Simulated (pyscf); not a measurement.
Single points on ωB97X-D3(BJ)/def2-SVP structures (PySCF, gas phase).

### Question
What is the homolytic dissociation enthalpy (298 K, ωB97M-D3(BJ)/def2-TZVP) of the C–C bond of H₂C=CH–CH(Br)–CH₂–Br, to •HC=CH₂ + Br–CH•–CH₂–Br?

### Answer
C–C to •HC=CH₂ + Br–CH•–CH₂–Br: 95.9 kcal/mol. The 7 functionals that were run give +86.1 (r²SCAN) to +96.7 kcal/mol (ωB97X-D3(BJ)). The radicals are drawn with the spin at the cut bond; how far it spreads was not checked. Other isomers of •HC=CH₂, Br–CH•–CH₂–Br were not searched in full and may lie lower. Elements up to Kr have no core potential and no relativistic terms here.
